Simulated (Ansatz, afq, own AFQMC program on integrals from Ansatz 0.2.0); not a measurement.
## MgPH$_{2}$, quartet in cc-pVDZ, levels against CCSDT(Q)

```xyz
4

P     0.0244    0.0355    1.1650
Mg    0.0244   -0.0249   -1.5248
H     0.0244   -1.2853    1.6879
H    -1.3642    0.7950   -0.7216
```

Connectivity, by distances: PH–MgH.

Basis cc-pVDZ. Noble-gas cores (and the filled d shells of Ga–Kr and In–Xe) are frozen. AFQMC by an in-house program on the Cholesky factors that Ansatz 0.2.0 writes for its CCSD(T) run. ph-AFQMC/CISD is guided by a CISD state made of CCSD amplitudes; releasing the constraint for a short imaginary time cuts its bias at the price of noise, slowly where states lie close. Error bars are statistical, one sigma.

Determinant: UHF, the one that the program's search chose, which needn't be the lowest solution. The geometry is a point of a scan.

No full CI on the walks' own integrals is used here; CCSDT(Q) serves as the reference and is uncertain by about the last step of the cluster series.

Cautions: lower spins were not checked.

```
T1 diagnostic                               : 0.0234
weight of the determinant in the CISD state : 0.892
⟨S²⟩ of the determinant                     : 3.787
size of the correlated space                : 9 electrons in 36 orbitals
```

Reference: CCSDT(Q), correlation energy -4.205 eV. The released energy is read at 2.40 1/Eh (meV from the phaseless value at times in 1/Eh: -5 ± 7 at 0.24, -10 ± 6 at 0.51, -16 ± 7 at 0.99, -10 ± 7 at 1.62, -9 ± 9 at 2.40).

```tsv
level	E − E(reference) (kcal/mol)	share of correlation (%)
HF	96.97	0.00
MP2	23.52	75.74
CCSD	3.15	96.75
CCSD(T)	0.77	99.21
CCSDT	0.11	99.88
ph-AFQMC/CISD	0.40 ± 0.19	99.59
released AFQMC	0.20 ± 0.21	99.79
```

Released energies are given only where the last usable release times agree within the noise; a slower fall can still hide under it.
